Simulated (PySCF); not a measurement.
Hydrogen sulfide, H₂S, SMILES S, singlet, PBE0/def2-SVP optimised geometry.

```
3

S     -0.65    -0.67     0.00
H      0.70    -0.67     0.00
H     -0.70     0.67     0.00
```

Density from PBE0/def2-TZVP in PySCF at that geometry.

Minimum of the electron density along straight lines between bonded atoms, close to the bond critical point (lines longer than 1.1 times the sum of covalent radii, or with two minima, are not listed):

```tsv
bond	length / Å	ρ at the minimum / e bohr⁻³	∇²ρ there / e bohr⁻⁵	position (fraction from the first atom)
S1–H2	1.349	0.213	-0.61	0.64
S1–H3	1.349	0.213	-0.61	0.64
```
